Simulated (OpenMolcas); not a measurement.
**PH3 (phosphine): CCSD(T)/6-31G(d) (spherical functions)**

What is the vertical singlet–triplet gap of PH3 (phosphine) at CCSD(T)/6-31G* (spherical functions)? 

The results are computed with OpenMolcas 26.06.

2 further runs of the same task are left out: 2 set aside as unsound or not needed.

## Step 1: The structure to begin with

PH3: 4 atoms, total charge 0, spin state singlet. As SMILES, `P`. The coordinates come from a PBE0-D4/def2-TZVP relaxation.

Bond lengths: P1–H2 1.420 Å, P1–H3 1.420 Å, P1–H4 1.420 Å. Angles: H2–P1–H3 93.1°, H2–P1–H4 93.1°, H3–P1–H4 93.1°.

## Step 2: The energy at CCSD(T)/6-31G(d) (spherical functions)

job.input reads:

```
* H3P CCSD(T)

&gateway
 baslib = $CurrDir
 coord
 4
 angstrom
 P        0.346000      -0.326500      -0.332800
 H        0.630900      -0.034000       1.027000
 H       -1.005500      -0.663000      -0.057200
 H        0.028700       1.023500      -0.636900
 basis = 6-31Gs
 group = NoSym

&seward

&scf
 prorbitals = 0

&rasscf
 fileorb = $Project.ScfOrb
 spin = 1
 nactel = 0 0 0
 inactive = 9
 ras2 = 0
 outorbitals = Canonical
 orblisting = Nothing

&motra
 jobiph
 frozen = 5

&ccsdt
 cct
 triples = 2
 iterations = 50
 extrapolation = 5 4
```

The basis set 6-31G* is read from a file made from the Basis Set Exchange's data (not shown).

Started as:

```
export MOLCAS_MEM=1860
pymolcas job.input > job.log
```

Log, shortened:

```text
--- Start Module: gateway ---
[...]
--- Stop Module: gateway /rc=_RC_ALL_IS_WELL_ ---
[...]
      Basis functions           24
[...]
       Convergence after   9 Iterations
[...]
::    Total SCF energy                               -342.4458313685
[...]
      Total spin, S                                     0.0000000000
[...]
      Number of active orbitals                  0
[...]
      Spin quantum number                      0.0
[...]
      Active orbitals                            0
[...]
      Number of CSFs                             1
[...]
      Number of root(s) required                 1
[...]
      Convergence after  4 iterations
[...]
      Natural orbitals and occupation numbers for root  1
      ************************************************************************************************************************
      *                                                    Final results                                                     *
      ************************************************************************************************************************
[...]
::    RASSCF root number  1 Total energy:   -342.44583137
[...]
      Total electronic charge=   18.000000
      Total            charge=   -0.000000
[...]
      Dipole Moment (debye):
      Origin of the operator (angstrom)=    0.3050   -0.2878   -0.2933
                   X= -4.6331E-01               Y=  4.3734E-01               Z=  4.4546E-01           Total=  7.7740E-01
      Quadrupole Moment (debye*angstrom):
[...]
--- Start Module: motra ---
[...]
      *** WARNING: Default frozen orbitals is overwritten by user input.
      *** Default values:   5
[...]
--- Stop Module: motra /rc=_RC_ALL_IS_WELL_ ---
--- Start Module: ccsdt ---
[...]
      Convergence after                    10  Iterations
      Total energy (diff) :    -342.57563476      -0.00000008
[...]
 METHOD                       : CCSD+T(CCSD)+<T3(1)WT1> = CCSD(T)
[...]
       CCSD     =      -342.5756347623018
[...]
--- Stop Module: ccsdt /rc=_RC_ALL_IS_WELL_ ---
[...]
```

It took 2.2 s on 1 thread of Arm Neoverse V1, shared host; peak memory 0.37 GiB.

## Step 3: The triplet at the same level

job.input reads:

```
* H3P CCSD(T)
>>> EXPORT MOLCAS_PRINT=2
&GATEWAY
BasLib = $CurrDir
Coord
4
angstrom
P        0.346000      -0.326500      -0.332800
H        0.630900      -0.034000       1.027000
H       -1.005500      -0.663000      -0.057200
H        0.028700       1.023500      -0.636900
Basis = 6-31Gs
Group = NoSym
&SEWARD
&SCF
UHF
Spin = 3
PrOrbitals = 0
&RASSCF
FileOrb = $Project.UnaOrb
Spin = 3
Nactel = 2 0 0
Inactive = 8
Ras2 = 2
OutOrbitals = Canonical
OrbListing = Nothing
&MOTRA
JobIph
Frozen = 5
&CCSDT
CCT
Triples = 3
Iterations = 50
Extrapolation = 5 4
```

The basis set 6-31G* is read from a file made from the Basis Set Exchange's data (not shown).

Started as:

```
export MOLCAS_MEM=1860
pymolcas job.input > job.log
```

Log, shortened:

```text
--- Start Module: gateway ---
[...]
--- Stop Module: gateway /rc=_RC_ALL_IS_WELL_ ---
[...]
      Basis functions           24
[...]
       Convergence after  38 Iterations
[...]
::    Total SCF energy                               -342.2351929301
[...]
      Total spin, S                                     1.0037178713
[...]
      Number of active orbitals                  2
[...]
      Spin quantum number                      1.0
[...]
      Active orbitals                            2
[...]
      Number of CSFs                             1
[...]
      Number of root(s) required                 1
[...]
      Convergence after 11 iterations
[...]
      printout of CI-coefficients larger than  0.05 for root  1
      energy=    -342.231134
      conf/sym  11     Coeff  Weight
             1  uu   1.00000 1.00000
      Natural orbitals and occupation numbers for root  1
      sym 1:   1.000000   1.000000
      ************************************************************************************************************************
      *                                                    Final results                                                     *
[...]
::    RASSCF root number  1 Total energy:   -342.23113430
[...]
      Total electronic charge=   18.000000
      Total            charge=   -0.000000
[...]
      Dipole Moment (debye):
      Origin of the operator (angstrom)=    0.3050   -0.2878   -0.2933
                   X=  1.0562E-01               Y= -1.2151E-01               Z= -1.6562E-01           Total=  2.3098E-01
      Quadrupole Moment (debye*angstrom):
[...]
--- Start Module: motra ---
[...]
      *** WARNING: Default frozen orbitals is overwritten by user input.
      *** Default values:   5
[...]
--- Stop Module: motra /rc=_RC_ALL_IS_WELL_ ---
--- Start Module: ccsdt ---
[...]
      Convergence after                    15  Iterations
      Total energy (diff) :    -342.34590084      -0.00000007
[...]
 METHOD                       : CCSD+T(CCSD)+<T3(1)WT1>+<T3(1)UT2> = CCSD(T)
[...]
       CCSD     =      -342.3459008402475
[...]
--- Stop Module: ccsdt /rc=_RC_ALL_IS_WELL_ ---
[...]
```

Wall time 3.3 s (1 thread of Arm Neoverse V1, shared host); peak memory 0.37 GiB.

## Step 4: Outcome

Level: CCSD(T)/6-31G* (spherical functions), 5 core orbitals frozen.

| quantity | value |
| --- | --- |
| singlet: total energy | -342.57838 Eh |
| singlet: dipole moment (mean-field density) | 0.78 D |
| singlet: HOMO energy (Hartree–Fock orbitals) | -10.57 eV |
| singlet: LUMO energy (Hartree–Fock orbitals) | 4.48 eV |
| singlet: HOMO–LUMO gap (Hartree–Fock orbitals) | 15.06 eV |
| singlet: correlation energy (5 core orbitals frozen) | -132.5 mEh |
| singlet: (T) correction | -2.74 mEh |
| triplet: total energy | -342.34843 Eh |
| triplet: (T) correction | -2.53 mEh |
| vertical energy of the triplet above the singlet | 6.257 eV |

In words: At this shape the triplet lies 6.26 eV (604 kJ/mol) above the singlet. The triples (singlet) make up 2.1 % of the correlation energy.
